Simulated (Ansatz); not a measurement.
A made-up structure of AlSiNH₇ (charge +1), closed shell:

```
atom    x (Å)    y (Å)    z (Å)
  N1  -0.0628  -0.7667  -0.3131
 Si2  -1.1507   0.7736  -0.7038
 Al3   1.7435  -0.2527   1.3779
  H4  -2.1477   0.4304  -1.6548
  H5  -0.4072   1.8481  -1.2597
  H6  -1.8295   1.2742   0.4386
  H7   0.2155  -0.9801  -1.2710
  H8  -0.8169  -1.3970  -0.0402
  H9   1.3154  -0.4555   2.8754
 H10   3.0948   0.2563   0.7600
```

It is relaxed with PBE-D4/def2-SVP and then PBE0-D4/def2-TZVP (Ansatz 0.2.0). Atoms count as bonded within 1.22 times the sum of their covalent radii (H–H: 0.88 Å). The end point is not checked to be a true minimum.

(1) Does its bonding change? (Judge from chemistry; the calculation decides.)

## Answers

(1) Computed: Yes. Formed: N1–Al3; broken: none.

Where it ends: The first stage lowers the energy by 1.32 eV in 7 steps. It ends as AlSiNH₇ ([AlH2][NH2][SiH3]), total charge +1:
```xyz
10
angstrom
N 0.0196 -0.6151 -0.1918
Si -1.0869 0.8120 -0.6374
Al 1.4236 -0.2267 1.1181
H -2.0527 0.2950 -1.6224
H -0.1454 1.8156 -1.1704
H -1.6793 1.1972 0.6582
H 0.4442 -0.9646 -1.0535
H -0.5708 -1.3738 0.1560
H 0.8883 -0.4708 2.5632
H 2.7139 0.2618 0.3893
```

Labels in which every atom is bracketed show which atoms are joined, not bond orders.

For scale, one of the runs: PBE0-D4/def2-TZVP relaxation, 147 basis functions, launched by `ansatz run in.yaml --threads 2 --pin off --events-out ev --progress --plain --max-ram 4352MiB`. Hardware: 2 CPU threads of an Arm Neoverse V2, shared host. Wall time about 21 s.
